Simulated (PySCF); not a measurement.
All values below come from PySCF with PBE-D3(BJ)/def2-TZVP // B3LYP-D3(BJ)/def2-TZVP. All species are isolated molecules in the gas phase. 

Reference species (SMILES): `[SiH3]` (neutral, multiplicity 2).

| Item | Result |
|---|---|
| dipole moment | 0.03 D |

Changed species: `[SH]` (radical fragment; the reference has radical fragment).

Problem. What does the change do to the dipole moment?

Solution. the dipole moment rises by 0.84 D, to 0.87 D.
